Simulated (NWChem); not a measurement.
# Correlation energy of S (+1)

```
S
```
Charge +1, spin multiplicity 4.

All runs are NWChem calculations.

Basis set: def2-QZVP. Each correlation energy counts from its own Hartree-Fock reference.

The correlated methods keep 5 core orbitals frozen. The stability of the SCF solutions was not checked. Open-shell Hartree-Fock references start from PBE0 orbitals. No row is a measurement; the coupled-cluster row has its own basis-set and correlation limits.

Q: For the correlation energy, UMP2 gives -97.0 mHa and SCS-UMP2 gives -94.3 mHa. What do CCSD on ROHF, CCSD[T] on ROHF, CCSD(T) on ROHF give?

A: CCSD on ROHF: -115.0 mHa; CCSD[T] on ROHF: -119.7 mHa; CCSD(T) on ROHF: -119.7 mHa.
